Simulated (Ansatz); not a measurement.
## BH₃, SMILES B: a composite energy at a relaxed geometry, step by step

Computed with Ansatz's Python interface.

Run as a notebook:

```python
import itertools

import ansatz as az
from ase.data import atomic_numbers, covalent_radii
import numpy as np
```

```python
BASIS_SET = "def2-SVP"
FUNCTIONAL = "PBE0"
```

```python
GEOMETRY = """
B     0.03920   -0.05070    0.01080
H     0.94800    0.40870    0.54350
H    -0.29370   -1.15720    0.03200
H    -0.63800    0.73890   -0.60660
"""
```

```python
mol = az.Crystal.molecule()
for line in GEOMETRY.strip().splitlines():
    symbol, *xyz = line.split()
    mol = mol.atom(symbol, [float(v) for v in xyz])
```

```python
calc = (
    mol.calculation()
    .basis(gaussian=BASIS_SET)
    .functional(FUNCTIONAL)
)
symbols = [site.symbol for site in mol.cartesian_sites]
start = np.array([site.position_ang for site in mol.cartesian_sites], dtype=float)
data = calc.relax(force_tolerance=0.01).run(threads=1, backend="cpu").report
end = np.array(data["positions_ang"])
# pairs closer than 1.2 times the sum of covalent radii, before or after
radius = [covalent_radii[atomic_numbers[s]] for s in symbols]
span = lambda where, i, j: np.linalg.norm(where[i] - where[j])
bonded = [(i, j) for i, j in itertools.combinations(range(len(symbols)), 2) if min(span(start, i, j), span(end, i, j)) < 1.2 * (radius[i] + radius[j])]
print("pair        before    after (A)")
for i, j in bonded:
    print(f"{symbols[i]}{i}-{symbols[j]}{j}".ljust(10), f"{span(start, i, j):8.4f} {span(end, i, j):8.4f}")
```

    pair        before    after (A)
    B0-H1        1.1492   1.2063
    B0-H2        1.1557   1.2063
    B0-H3        1.2096   1.2063

```python
minimum = az.Crystal.molecule()
for symbol, place in zip(symbols, end):
    minimum = minimum.atom(symbol, place.tolist())
at_minimum = minimum.calculation()
# MP2 extrapolated to the basis limit, plus the small-basis difference CCSD(T) - MP2
level = lambda method, basis: at_minimum.basis(gaussian=basis).correlation(method).run(threads=1, backend="cpu").report
small, large, cluster = level("mp2", "cc-pVDZ"), level("mp2", "cc-pVTZ"), level("ccsd_t", "cc-pVDZ")
corr = lambda each: (each["free_energy_ev"] - each["reference_energy_ev"]) / 27.211386246
mp2_limit = (27 * corr(large) - 8 * corr(small)) / 19
pieces = {"HF / cc-pVTZ": large["reference_energy_ev"] / 27.211386246, "MP2 correlation, DZ-TZ limit": mp2_limit, "CCSD(T) - MP2 / cc-pVDZ": corr(cluster) - corr(small)}
for name, value in pieces.items():
    print(f"{name:32s} {value:14.6f} Ha")
print(f"{'sum':32s} {sum(pieces.values()):14.6f} Ha")
print("T1 diagnostic", round(cluster["correlation"]["coupled_cluster"]["t1_diagnostic"], 4))
```

    HF / cc-pVTZ                         -26.399667 Ha
    MP2 correlation, DZ-TZ limit          -0.122192 Ha
    CCSD(T) - MP2 / cc-pVDZ               -0.025719 Ha
    sum                                  -26.547578 Ha
    T1 diagnostic 0.005

Caveats:
- Total energies depend on the basis set; only differences at equal settings carry meaning.
- The sum leaves out core correlation, relativity, the Hartree-Fock basis error and zero-point energy; a DZ-TZ extrapolation is rough.
- Inner cores stay frozen, so this is valence correlation.
- An extrapolation from small basis sets is rough.
- Wall time of the script: 2 s on 1 thread of Arm Neoverse V2 (shared host), peak memory 0.16 GiB.

(A comment or docstring line of the script was reworded after the run, the code is as it ran; lines on the test bed's own set-up are left out of the output.)
